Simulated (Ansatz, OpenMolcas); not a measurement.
# How basis sets differ on Si2H6 (disilane)

Si2H6 has 8 atoms, charge 0, and is taken as a singlet. As SMILES, `[SiH3][SiH3]`. Geometry: relaxed at PBE0-D4/def2-TZVP.

Quantity: the HOMO–LUMO gap, in eV. The values are calculated.

```tsv
level	kind	program	value (eV)	CPU time
HF/STO-3G	Hartree–Fock	OpenMolcas	19.78	1.7 s
HF/3-21G	Hartree–Fock	OpenMolcas	14.98	1.7 s
HF/ANO-XS-VDZP (DKH2, RICD fitting)	Hartree–Fock	OpenMolcas	15.15	1.3 s
HF/def2-SVP	Hartree–Fock	Ansatz	14.97	2.2 s
HF/aug-cc-pVDZ	Hartree–Fock	OpenMolcas	12.08	12 s
```

The values span 12.08 to 19.78 eV. A Hartree–Fock LUMO above zero doesn't converge with the basis: it sinks as sets grow more diffuse. Orbital gaps aren't excitation energies. Times are those of the runs behind each value, whatever else they computed, on shared processors of several kinds: orders of magnitude only.
